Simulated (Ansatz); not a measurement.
**A computed series for GaP: pressure series**

Take GaP in the zinc blende structure (space group F-43m, No. 216) as the base.

```cif
data_GaP
_chemical_formula_sum 'P1 Ga1'
_space_group_name_H-M_alt 'P 1'
_space_group_IT_number 1
_cell_length_a 3.89364
_cell_length_b 3.89364
_cell_length_c 3.89364
_cell_angle_alpha 60.000
_cell_angle_beta 60.000
_cell_angle_gamma 60.000
loop_
_space_group_symop_operation_xyz
  'x, y, z'
loop_
_atom_site_label
_atom_site_type_symbol
_atom_site_fract_x
_atom_site_fract_y
_atom_site_fract_z
_atom_site_occupancy
P1 P 0.75000 0.75000 0.75000 1
Ga1 Ga 0.00000 0.00000 0.00000 1
```

Cell and atoms are relaxed at each pressure.

Computed with PBE (Ansatz, a quantum-chemistry and plane-wave program), no SOC, earlier PAW set.

| pressure (GPa) | volume per atom (Å³/atom) |
|---|---|
| -2 | 21.456 |
| -1 | 21.152 |
| 0 | 20.870 |
| 7 | 19.331 |
| 15 | 18.105 |
| 30 | 16.527 |
| 50 | ? |
| 75 | 13.913 |
| 100 | 13.025 |

Problem. Fit the third-order Birch–Murnaghan form P(V) = (3B₀/2)[(V₀/V)^(7/3) − (V₀/V)^(5/3)]·[1 + (3/4)(B₀′ − 4)((V₀/V)^(2/3) − 1)] (squares taken in P) to the rows shown and predict the withheld row.

Solution. Least squares on the printed values gives V₀ = 20.868 Å³/atom, B₀ = 79.0 GPa, B₀′ = 4.2; this predicts 15.116 Å³/atom, and the run gives 15.125 Å³/atom, 0.009 higher.

Measured bulk modulus of GaP: 89.6 GPa (static lattice; corrected from measurement; as listed in Daniel Mejia-Rodriguez, S. B. Trickey, Phys. Rev. B (2018)); the computed value is 12 % below it.

Load acts through the strain it causes; cell and atoms are relaxed under it. Whether these cells are dynamically stable was not tested. Measured, GaP leaves this structure (for a Cmcm phase) near 26 GPa (temperature not stated; as listed in Datta, Sujoy, Jana, Debnarayan, arXiv (2020)).
